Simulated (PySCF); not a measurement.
Worked example: the step energy

An elementary step of Si₂H₆O, closed shell (Si₂H₆O ([OH][SiH2][SiH3]) → Si₂H₄O ([O][SiH][SiH3]) + H₂; Si–H, O–H broken or loosened, H–H formed or tightened). “Start” and “end” are the PBE0-D4/def2-TZVP structures reached by relaxing down either side of its saddle point, with the molecules still in contact.

Computed with PySCF 2.14 with density fitting (its default auxiliary sets; JK sets also for MP2 and CCSD(T)) (basis: def2-TZVPP and def2-QZVPP); correlated methods freeze the cores.

Energies in eV:

| quantity | end | start |
| --- | --- | --- |
| Hartree–Fock, triple zeta (X = 3) | -17856.82314 | -17859.23645 |
| Hartree–Fock, quadruple zeta (X = 4) | -17857.43926 | -17859.83827 |
| MP2 correlation, X = 3 | -13.95785 | -13.48816 |
| MP2 correlation, X = 4 | -14.94855 | -14.48761 |
| CCSD(T) correlation, X = 3 | -15.66664 | -15.26531 |

**Question.** Work out the step energy at the basis limit: extrapolate Hartree–Fock as E(X) = E∞ + A exp(−7.88 √X) and the MP2 correlation as E(X) = E∞ + B X^−2.97 (the exponents that Neese and Valeev fitted for def2-TZVPP and QZVPP), then add CCSD(T) − MP2 in triple zeta.

**Answer.** Each step is linear, so take the differences first (end − start): Hartree–Fock 2.41331 (X = 3) and 2.39901 (X = 4); MP2 correlation -0.46969 and -0.46094; CCSD(T) correlation -0.40133.
Two points give E∞ = E(4) + w [E(4) − E(3)], with w = 1/(exp(7.88 (2 − √3)) − 1) = 0.1377 for Hartree–Fock and w = 1/((4/3)^2.97 − 1) = 0.7407 for the correlation.
Hartree–Fock: 2.39901 + 0.1377 × (-0.01430) = 2.3970 eV.
MP2 correlation: -0.46094 + 0.7407 × 0.00875 = -0.4545 eV.
CCSD(T) − MP2: -0.40133 − (-0.46969) = 0.0684 eV.
Sum: 2.3970 + (-0.4545) + 0.0684 = 2.0109 eV, or 46.37 kcal/mol. Plain CCSD(T) in triple zeta gives 2.0120 eV, so the larger basis shifts the result by -0.0011 eV.

T1 diagnostic: at most 0.022.

Labels in which every atom is bracketed show which atoms are joined, not bond orders.

For scale, one of the runs: CCSD(T)/def2-TZVPP, 199 basis functions, launched by `OMP_NUM_THREADS=4 python run.py`. The run took 2.1 min on 4 CPU threads of an Intel Xeon 6975P-C (shared host), with 2.1 GiB of host memory at its peak.
